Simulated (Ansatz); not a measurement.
# AlClH: the cost of one run

Method: def2-QZVPP, core rule «outside noble gas», up to 10 orbitals frozen; program: Ansatz 0.2.0, Gaussian basis.

Plan: UHF; ROHF; CCSD(T) on UHF.

### 1 The geometry

The geometry is a PBE0/def2-TZVP stationary point (not a proven minimum) of the parent state, kept for this charge and spin.

3 atoms, charge 1, spin multiplicity 3.

Atoms are counted from 1 here; the program's logs count them from 0.

Bond lengths: Al1–Cl2 2.197 Å, Al1–H3 1.817 Å. Angles: Cl2–Al1–H3 63.0°.

### 2 UHF

Input file in.yaml:

```yaml
crystal:
  periodic: [false, false, false]
  atoms:
    - {symbol: Al, position_ang: [0.000000, -0.050236, 1.239922]}
    - {symbol: Cl, position_ang: [0.000000, -0.006816, -0.956330]}
    - {symbol: H, position_ang: [0.000000, 1.584516, 0.446218]}
basis:
  gaussian: {orbitals: "def2-QZVPP.json"}
total_charge: 1
magnetization: {spin_polarized: true, initial_magnetization: 2}
hamiltonian: {xc: hf}
output: {orbitals: {seedname: orbitals}}
```

Launch:

```
> ansatz run in.yaml --threads 1 --pin off --events-out ev --progress --plain --max-ram 2393MiB
```

What time and memory should one allow on 1 thread of Arm Neoverse V1, shared host?

About 6 s, with a peak of 0.32 GiB.
